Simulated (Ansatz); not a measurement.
# C3H3NO: basis-set convergence

Aim: see how fast density functionals converge with the basis set for C3H3NO.

Method: one geometry, several basis sets; program: Ansatz 0.2.0, Gaussian basis.

The runs, in order: PBE0-D4/def2-SVP; ωB97M-V/def2-SVP; PBE0-D4/def2-QZVPP; ωB97M-V/def2-QZVPP; the functionals' def2-TZVPP values are taken from earlier runs.

### Step 1. Structure used throughout

All runs share one geometry, relaxed beforehand with PBE0-D4 in a triple-zeta def2 set.

SMILES `C=C(O)C#N`, 8 atoms, charge 0, spin multiplicity 1.

Atoms are counted from 1 here; the program's logs count them from 0.

Bond lengths: C1–C2 1.329 Å, C1–H6 1.079 Å, C1–H7 1.082 Å, C2–O3 1.355 Å, C2–C4 1.433 Å, O3–H8 0.961 Å, C4–N5 1.152 Å. Angles: C2–C1–H6 120.0°, C2–C1–H7 120.4°, H6–C1–H7 119.6°, C1–C2–O3 122.4°, C1–C2–C4 121.5°, O3–C2–C4 116.1°, C2–O3–H8 110.2°, C2–C4–N5 177.2°.

### Step 2. PBE0-D4 in def2-SVP

The input, in.yaml:

```yaml
crystal:
  periodic: [false, false, false]
  atoms:
    - {symbol: C, position_ang: [0.430024, 0.325417, 1.148297]}
    - {symbol: C, position_ang: [0.000727, -0.184042, -0.002047]}
    - {symbol: O, position_ang: [-0.157703, -1.516629, -0.192790]}
    - {symbol: C, position_ang: [-0.322541, 0.654836, -1.118026]}
    - {symbol: N, position_ang: [-0.595436, 1.283059, -2.043876]}
    - {symbol: H, position_ang: [0.541884, 1.393452, 1.257378]}
    - {symbol: H, position_ang: [0.669184, -0.324601, 1.979499]}
    - {symbol: H, position_ang: [-0.474141, -1.688592, -1.084235]}
basis:
  gaussian: {orbitals: def2-SVP}
hamiltonian: {xc: pbe0, dispersion: d4}
output: {orbitals: {seedname: orbitals}}
```

On the command line:

```bash
ansatz run in.yaml --threads 2 --pin off --events-out ev --progress --plain --max-ram 4352MiB
```

After this run come: ωB97M-V in def2-SVP; PBE0-D4 in def2-QZVPP; ωB97M-V in def2-QZVPP.

Before running them: what should the planned runs give, taken together? Wanted: PBE0-D4: double and triple zeta above quadruple; ωB97M-V: double and triple zeta above quadruple.

As calculated:

| quantity | value |
| --- | --- |
| PBE0-D4: double and triple zeta above quadruple | 8.07, 0.36 eV |
| ωB97M-V: double and triple zeta above quadruple | 8.32, 0.33 eV |

For PBE0-D4 the step from double to triple zeta gains 7.71 eV and the next only 0.36 eV. These are total energies; as a rule much of such shifts cancels in differences, which this series doesn't test.
